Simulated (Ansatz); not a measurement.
Gas-phase electronic energies from Ansatz, PBE0-D4/def2-TZVP geometries. CCSD(T)/CBS is the MP2 limit (def2-TZVPP, def2-QZVPP) plus CCSD(T) − MP2 in def2-TZVPP, frozen cores. This one scheme is used for every species, atoms too. Functionals use def2-TZVPP. No spin–orbit coupling; open shells (•) take unrestricted orbitals. Spin–orbit coupling would lower the free atoms: a little for C, F, S.

Consider the atomization: `F/C=C1\CS1` → 3 C• + F• + 3 H• + S•.

| level | ΔE (kcal/mol) |
| --- | --- |
| r2SCAN0 | 762.4 |
| BHLYP | 733.9 |

(1) What does CCSD(T)/CBS give? (Estimate.)

Largest T1 diagnostic among the species: 0.013.

Answers

(1) Computed: +771.6 kcal/mol. The listed levels differ from it by -9.2, -37.7 kcal/mol.

From r2SCAN to r2SCAN0 (25 % exact exchange), in def2-TZVPP and without D4, ΔE moves by −19.1 kcal/mol: exact exchange takes away binding that semilocal exchange gives to molecules. The D4 term adds +6.2 kcal/mol with B3LYP and +3.2 kcal/mol with PBE0; it sums over pairs of atoms, weighted by their polarisabilities, and B3LYP, whose exchange is more repulsive, gets the larger term.

B3LYP here is the variant with VWN-RPA as its local correlation; programs differ in this.

For atomizations the MP2-based limit and the directly extrapolated one differ by several kJ/mol either way, and by 10 to 25 for some Ge, Se and Sn compounds, so smaller differences from it don't rank the levels.
